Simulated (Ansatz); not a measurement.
Rutile MnF2, relaxed in Ansatz (plane waves) with several semilocal functionals. Each gives its own volume and its own bulk modulus:

| level | V0 (Å³/atom) | bulk modulus (GPa) | ln V0 | ln B0 |
|---|---|---|---|---|
| LDA | 12.171 | 107.7 | 2.4991 | 4.6793 |
| PBEsol | 12.853 | 92.70 | 2.5536 | 4.5294 |
| PBE | 13.488 | 82.68 | 2.6018 | 4.4150 |

Question: Fit a straight line to ln B0 against ln V0. What does it predict for r²SCAN, whose volume is 13.004 Å³/atom?

Answer: With x = ln V0 and y = ln B0: means 2.55150 and 4.54123; Σ(Δx Δy) = -0.01361, Σ(Δx²) = 0.005280, so the slope is -2.58. At x = 2.5653 the line gives y = 4.54123 + (-2.58) × (2.5653 − 2.55150) = 4.5056, or 90.52 GPa. The run with r²SCAN gives 96.17 GPa, +6.2 % from the line. The rows used scatter about it by up to 0.6 %, while the largest value lies 30 % above the smallest. For comparison, PBE's own equation of state has B′ = 5.1, the slope −d ln B/d ln V at a fixed functional; the two needn't agree, since functionals also differ at one volume.

Spin-polarised runs: LDA (opposed moments), PBEsol (opposed moments), r²SCAN (opposed moments), PBE (opposed moments).

Ansatz's density-functional and Hartree–Fock values are scalar-relativistic unless marked +SOC, with PAW data made under PBE.

Ansatz is a program for electronic structure.
